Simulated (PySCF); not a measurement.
Compound: ScS (doublet state).
Structure used (PBE0-D3(BJ)/def2-TZVP), in Å, numbered top down from 1:
```
atom  x, y, z in Å
S1     1.0606   -0.0030   -0.0027
Sc2   -1.0579    0.0043   -0.0114
```

Computed with PBE0-D3(BJ)/def2-TZVP geometry optimisation, gas phase in PySCF 2.14.0.

Take the most abundant isotopes and a rigid rotor. 

(1) What are the moment of inertia and the rotational constant?

Results:

(1) I = 83.860 u·Å², B = 505379 MHz·u·Å²/I = 6026 MHz (0.2010 cm⁻¹, or 0.289 K as hB/k). For two atoms I = μr² with μ = 18.6841 u and r = 2.1186 Å.

If the electronic state has orbital angular momentum about the axis (Π, Δ; not determined here), the simple ladder of levels BJ(J+1) doesn't apply.

Not checked by PBE0-D3(BJ)/def2-TZVP frequencies. ⟨S²⟩ = 0.756 (exact for a doublet: 0.75). Geometry: PBE0-D3(BJ)/def2-TZVP; no solvent, vibrations or thermal averaging. These are rigid-rotor constants of the computed structure; measured ground-state constants (B0) also hold zero-point vibration.

Time: 9.8 s of wall time; peak memory 0.41 GiB. Hardware: an Arm Neoverse V1 with one thread, no GPU, shared host with 32 logical CPUs at a one-minute load of 23. This is the geometry optimisation.
